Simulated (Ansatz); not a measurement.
Predict the output of the script below (the Python package of Ansatz (0.2.0)).

The script, `ch2bn_md.py`:
```python
"""A short Born-Oppenheimer trajectory of CH2BN."""

import warnings

import ansatz as az
import numpy as np

BASIS_SET = "def2-SVP"
XC = "blyp"
N_STEPS = 20
TEMPERATURE_K = 200

GEOMETRY = """
B    -0.18800    0.40310   -0.32640
C     0.35490   -0.69710    0.49350
N     0.77470   -1.55450    1.10880
H    -0.73840    0.21990   -1.34490
H    -0.15340    1.55500    0.02760
"""

warnings.simplefilter("ignore", az.DeckWarning)

mol = az.Crystal.molecule()
for line in GEOMETRY.strip().splitlines():
    symbol, *xyz = line.split()
    mol = mol.atom(symbol, [float(v) for v in xyz])

setup = mol.calculation().basis(gaussian=BASIS_SET).functional(XC)
symbols = [site.symbol for site in mol.cartesian_sites]
start = np.array([site.position_ang for site in mol.cartesian_sites], dtype=float)
data = setup.relax(force_tolerance=0.02, max_steps=100).run(threads=1, backend="cpu").report
end = np.array(data["positions_ang"])
minimum = az.Crystal.molecule()
for symbol, place in zip(symbols, end):
    minimum = minimum.atom(symbol, place.tolist())

# dynamics from the relaxed geometry
setup = (
    minimum.calculation()
    .basis(gaussian=BASIS_SET)
    .functional(XC)
    .md("nve", timestep=0.25, steps=N_STEPS, temperature=TEMPERATURE_K, initial_velocities="maxwell_boltzmann", seed=27)
)
frames = []
res = setup.session().plan().execute(on_event=lambda e: frames.append(e["data"]) if e["event"] == "md_step" else None)
print("t (fs)   E_pot (eV)      E_kin (eV)   T (K)   d(0-1) (A)")
for f in frames[::2]:
    xyz = np.array(f["positions_ang"])
    print(f"{f['time_fs']:6.2f} {f['lagrangian_ev']:14.5f} {f['e_kin_ev']:10.5f} {f['temperature_k']:8.1f} {np.linalg.norm(xyz[0] - xyz[1]):9.4f}")
kept = np.array([f["conserved_ev"] for f in frames])
print(f"conserved energy moves by at most {1000 * np.ptp(kept):.3f} meV")
symbols = [site.symbol for site in mol.cartesian_sites]
with open("last_frame.xyz", "w") as handle:
    handle.write(f"{len(symbols)}\nt = {frames[-1]['time_fs']} fs\n")
    handle.writelines("{:2s} {:10.5f} {:10.5f} {:10.5f}\n".format(s, *xyz) for s, xyz in zip(symbols, frames[-1]["positions_ang"]))
```

Running `python ch2bn_md.py` prints:
```text
t (fs)   E_pot (eV)      E_kin (eV)   T (K)   d(0-1) (A)
  0.00    -3231.04291    0.07756    200.0    1.5314
  0.50    -3231.04105    0.07570    195.2    1.5320
  1.00    -3231.03578    0.07045    181.7    1.5327
  1.50    -3231.02817    0.06286    162.1    1.5333
  2.00    -3231.01977    0.05449    140.5    1.5337
  2.50    -3231.01231    0.04705    121.3    1.5340
  3.00    -3231.00717    0.04193    108.1    1.5341
  3.50    -3231.00504    0.03979    102.6    1.5339
  4.00    -3231.00572    0.04045    104.3    1.5337
  4.50    -3231.00821    0.04292    110.7    1.5332
  5.00    -3231.01108    0.04577    118.0    1.5326
conserved energy moves by at most 0.107 meV
```

`last_frame.xyz`, as written:
```text
5
t = 5.0 fs
B    -0.21233    0.44080   -0.34987
C     0.37139   -0.69813    0.49333
N     0.78866   -1.58636    1.14130
H    -0.82056    0.22826   -1.34725
H    -0.20808    1.55578    0.07556
```

Notes:
- The settings weren't tested for convergence.
- The trajectory is only some femtoseconds long, so its temperature is not equilibrated; where the script doesn't relax first, it starts from a rough generated geometry.
- The temperature counts the internal degrees of freedom alone.
- It ran for 22 s on 1 thread of Arm Neoverse V1, with other jobs on the host, peak memory 0.19 GiB.
